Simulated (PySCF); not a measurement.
Compound: C5H7F.
Cartesian coordinates in Å at the PBE0-D3(BJ)/def2-SVP level; atoms count from 1:
```
atom  x, y, z in Å
C1     2.2359   -0.0818   -0.2188
C2     1.1918    0.3896    0.4580
C3    -0.0938   -0.3629    0.6477
F4    -0.0222   -1.5938    0.0452
C5    -1.2695    0.4103    0.1239
C6    -2.0879   -0.0294   -0.8285
H7     3.1472    0.5099   -0.3314
H8     2.2035   -1.0719   -0.6801
H9     1.2228    1.3832    0.9196
H10   -0.2424   -0.5369    1.7334
H11   -1.4197    1.3941    0.5830
H12   -2.9273    0.5765   -1.1774
H13   -1.9381   -1.0109   -1.2846
```

The closed-shell ground state was solved at several levels (PySCF, density fitting, gas phase, non-relativistic).

| level | basis functions | total energy (Eh) | HOMO (eV) | LUMO (eV) | gap (eV) | dipole (D) |
| --- | --- | --- | --- | --- | --- | --- |
| KT2/pcSseg-1 | 137 | -299.2366 | -6.48 | -1.17 | 5.31 | 1.46 |
| PBE/pcSseg-1 | 137 | -294.1442 | -6.50 | -1.19 | 5.31 | 1.48 |
| LDA/pcSseg-1 | 137 | -292.0481 | -6.69 | -1.42 | 5.27 | 1.55 |
| B3LYP/pcSseg-1 | 137 | -294.5117 | -7.40 | -0.39 | 7.01 | 1.58 |
| B97-D/pcSseg-1 | 137 | -294.3022 | -6.42 | -1.08 | 5.34 | 1.50 |
| BP86/pcSseg-1 | 137 | -294.4998 | -6.59 | -1.28 | 5.31 | 1.49 |
| OPBE/pcSseg-1 | 137 | -294.3588 | -6.46 | -1.07 | 5.39 | 1.46 |
| HF/pcSseg-1 | 137 | -292.7573 | -10.02 | 3.72 | 13.74 | 1.75 |

Estimate the row for BLYP/pcSseg-1, a basis of 137 functions; the other rows only guide the guess.

Total energy -294.4026 Eh, HOMO -6.32 eV, LUMO -1.04 eV, gap 5.28 eV, dipole 1.49 D.

In the pcSseg-1 basis, how does the gap go with the fixed share of exact exchange?

LDA (0 %) 5.27 eV; BLYP (0 %) 5.28 eV; BP86 (0 %) 5.31 eV; KT2 (0 %) 5.31 eV; PBE (0 %) 5.31 eV; B97-D (0 %) 5.34 eV; OPBE (0 %) 5.39 eV; B3LYP (20 %) 7.01 eV; HF (100 %) 13.74 eV. Each rise in the share widens the gap here.

How far do the dipole and the HOMO energy spread over the levels?

The dipole runs from 1.46 to 1.75 D (mean 1.53 D) and the HOMO from -10.02 to -6.32 eV.

One conformer stands for the species.

Note: B97-D ran without an empirical dispersion term, which enters the total energy and its gradient alone.
